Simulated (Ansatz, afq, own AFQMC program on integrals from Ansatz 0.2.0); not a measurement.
Where AFQMC and coupled cluster stand for BNH, quartet

```xyz
3

B     0.0000   -0.1568    0.6189
N     0.0000    0.0634   -0.5750
H     0.0000    0.8002    1.3523
```

Connectivity, by distances: BH–N.

Basis cc-pVDZ. Only valence electrons are correlated. AFQMC by an in-house program on the Cholesky factors that Ansatz 0.2.0 writes for its CCSD(T) run. ph-AFQMC/CISD is guided by a CISD state made of CCSD amplitudes; releasing the constraint for a short imaginary time cuts its bias at the price of noise, slowly where states lie close. Uncertainties: one standard error, sampling alone.

Determinant: UHF, the one that the program's search chose, which needn't be the lowest solution. The geometry is a point of a scan.

No full CI on the walks' own integrals is used here; CCSDT(Q) serves as the reference and is uncertain by about the last step of the cluster series.

Cautions: lower spins were not checked.

The T1 diagnostic is 0.0270 and the weight of the determinant in the CISD state is 0.917. The ⟨S²⟩ of the determinant is 3.759 and the size of the correlated space is 9 electrons in 31 orbitals.

```
  level  correlation energy (eV)
    MP2                  -3.9930
   CCSD                  -4.8063
CCSD(T)                  -4.9043
```

(1) Estimate where phaseless AFQMC with a CISD trial lies against CCSD(T) on the same integrals.

(1) 10.3 ± 8.4 meV below CCSD(T). The gap is under twice the noise, so this walk alone can't tell the two apart.

Reference: CCSDT(Q), correlation energy -4.933 eV. The released energy is read at 2.40 1/Eh (meV from the phaseless value at times in 1/Eh: -10 ± 10 at 0.24, -20 ± 9 at 0.51, -14 ± 8 at 0.99, -13 ± 10 at 1.62, 4 ± 14 at 2.40).

```csv
level,E − E(reference) (meV),share of correlation (%)
CCSD(T),29.0,99.41
CCSDT,5.2,99.90
ph-AFQMC/CISD,18.7 ± 8.4,99.62
released AFQMC,23.2 ± 13.6,99.53
```

A walk keeps the symmetry of its determinant, which the program's search chose and which needn't be the lowest solution, so a lower state of the same spin and another symmetry isn't excluded. Released energies are given only where the last usable release times agree within the noise; a slower fall can still hide under it.
